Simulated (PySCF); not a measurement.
**F: electron affinity**

F- [Ne] (1S) → F [He] 2s2 2p5 (2P), as a difference of total energies. All numbers are calculated (PySCF 2.14, the non-relativistic Hamiltonian (point nucleus), in aug-cc-pVTZ). Correlated levels: valence: 1s2 frozen. The calculations carry no spin-orbit coupling.

```csv
method,electron affinity (eV),plus first-order spin-orbit estimate,error of that sum (eV)
UHF,1.195,1.178,-2.223
MP2 (valence),3.640,3.623,+0.222
SCS-MP2 (valence),3.455,3.438,+0.037
CCSD (valence),3.152,3.135,-0.266
CCSD(T) (valence),3.312,3.295,-0.106
```

Reference: 3.401 eV (measured; photodetachment measurements, as compiled on the Wikipedia data page of electron affinities).

A first-order spin-orbit estimate (lowest level to lowest level, LS coupling) adds -0.017 eV.

Errors of the correlated levels include the incompleteness of this basis and the frozen core.
